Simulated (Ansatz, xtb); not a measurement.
**C4H5NS: 3 structures ranked**

3 gas-phase structures of C4H5NS, from a drawn sample of its isomers (lower ones may exist). Each was relaxed with GFN2-xTB:

A. `Cc1cncs1`, a singlet
B. `Cc1nccs1`, a singlet
C. `Cc1cscn1`, a singlet

**Question.** Make a reasoned guess at their ranking by r2SCAN-D4/def2-SVP single-point energy.

**Answer.** Calculated order at r2SCAN-D4/def2-SVP: B (0.000), C (0.037), A (0.086) eV. Less than 1 kcal/mol parts B and C, so the order within that pair means little.

Energies above the lowest of each column, in eV; the last columns are at PBE-D3(BJ)/def2-SVP geometries:

```tsv
structure	GFN2-xTB	HF/STO-3G	r2SCAN-D4/def2-SVP	PBE-D3(BJ)/def2-SVP	CCSD(T)/def2-SVP + ΔMP2/def2-TZVPP
B	0.000	0.000	0.000	0.000	0.000
C	0.030	0.008	0.037	0.037	0.009
A	0.062	0.032	0.086	0.077	0.081
```

Every level run on B puts it lowest or level with the lowest. ΔMP2 is the change of the MP2 energy from the smaller to the larger basis.

Programs: Ansatz 0.2.0, xtb 6.7.1.
